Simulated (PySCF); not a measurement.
Compound: C3H4F2S.
SMILES: `FCC(=S)CF`

A linear-response calculation (PySCF, def2-SVPD basis, gas phase, vertical, core orbitals frozen in the response) gave these numbers; the functional is withheld.

Orbital energies (eV): HOMO-3 -12.02, HOMO-2 -11.80, HOMO-1 -10.30, HOMO -8.51, LUMO -1.77, LUMO+1 1.06, LUMO+2 1.59.

```
state  E (eV)       f  main configurations (H = HOMO, L = LUMO)
   S1    2.43  0.0001                                 H→L (99%)
   S2    5.68   0.216                               H-1→L (92%)
   S3    6.23  0.0056                  H-2→L (81%), H-5→L (13%)
   S4    6.52   0.027                               H-3→L (88%)
   S5    6.62   0.086                               H→L+1 (83%)
   S6    6.92   0.016                               H→L+2 (86%)
```

Triplets (Tamm–Dancoff): T1 1.95 eV, H→L (99%); T2 3.13 eV, H-1→L (93%); T3 5.54 eV, H-2→L (65%), H-5→L (23%), H-6→L (10%); T4 6.11 eV, H-3→L (90%).

Vertical ionisation energy by ΔSCF with the same functional: 9.45 eV. Mean static polarisability: 59.8 au.

Task: Name the functional.
A. PBE0
B. HF
C. PBE
D. CAM-B3LYP

Result: D. CAM-B3LYP is range-separated, 19% exact exchange at short range and 65% at long range (ω = 0.33 bohr⁻¹). In this run −ε(HOMO) = 8.51 eV differs from the ΔSCF value by -0.94 eV, and S1 differs from the orbital gap of 6.75 eV by -4.31 eV. The ratio −ε(HOMO)/IP is 0.90. Small neutral molecules mostly give 0.85 to 0.93 with CAM-B3LYP, 0.5 to 0.7 with PBE, 0.7 to 0.83 with PBE0; Hartree–Fock can't fall below 1, since the ion's relaxation only lowers the ΔSCF value.

Computed, not measured: TDDFT CAM-B3LYP/def2-SVPD, vertical, gas phase, core orbitals frozen in the response (PySCF). The structure is a single PBE0-D3(BJ)/def2-SVP conformer in the gas phase; no vibrational or solvent corrections.

Conformer computed: `[F:1][CH2:2][C:3](=[S:4])[CH2:5][F:6]`: F1–C2–C3–S4 -140°, C2–C3–C5–F6 40°.
